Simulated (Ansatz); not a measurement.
**Elastic constant C13 of some elemental solids other than molecular ones, all hcp**

Method: PBE (Ansatz, a first-principles code, plane waves, PAW). References are measured values at low temperature.

Values in GPa.

| solid | reference | PBE | error (%) |
|---|---|---|---|
| hcp Ti | 68 | 75.3 | +10.7 |
| hcp Os | 218¶ | 215 | -1.4 |
| hcp Mg | 21.7¶ | 19.9 | -8.3 |
| hcp Y | 19¶ | 21.1 | +11.1 |
| hcp Zn | 52.8¶ | 43.0 | -18.6 |
| hcp Zr | 64.6 | 66.1 | +2.3 |

Over these 6 solids the mean error is -0.7 %, the mean absolute error 8.7 % (median 9.5 %), and the worst case hcp Zn at -18.6 %; the value is above the reference in 3 of 6 cases.

All these references are low-temperature values that still hold zero-point motion.

Spin–orbit coupling is left out, also for the solids with elements from indium on (hcp Os); its size isn't shown.

¶ marks references of a special kind: hcp Os, 218 GPa (measured, 0 K, extrapolated to 0 K (read from the set's bulk modulus against, 405 at 300 K); as tabulated in Liu et al. (2023), arXiv:2002.00005); hcp Mg, 21.7 GPa (measured, 0 K, extrapolated to 0 K; zero-point effects included; as tabulated in Ibrahim et al. (2023), arXiv:2305.03577); hcp Y, 19 ± 4 GPa (measured, 0 K, extrapolated to 0 K; as tabulated in Elastic Constants of Yttrium Single Crystals in the Temperature Range 4.2-400 K); hcp Zn, 52.8 GPa (measured, 0 K, extrapolated to 0 K; zero-point effects included; as tabulated in Galib et al. (2023), arXiv:2209.08184).

Differences are worked out from the printed values.

Each level is taken at its own relaxed cell. Ansatz's density-functional and Hartree–Fock values are scalar-relativistic unless marked +SOC, with PAW data made under PBE.

Ansatz's runs of these crystals have no spin polarisation.

Not in this set, of the elemental solids other than molecular ones with a reference value in our tables and a result at some level: 7 for a reference at room or unstated temperature; 1 for a value of another source that differs by over 15 % in a way that heat doesn't explain. These can be a level's best or worst cases. Solids without a released value at any level aren't counted. Layered and molecular crystals are counted apart. The metals Ce to Yb are counted apart.

References as tabulated in Ferrari et al. (2019), arXiv:1905.01197; Liu et al. (2023), arXiv:2002.00005; Ibrahim et al. (2023), arXiv:2305.03577; Elastic Constants of Yttrium Single Crystals in the Temperature Range 4.2-400 K and others.
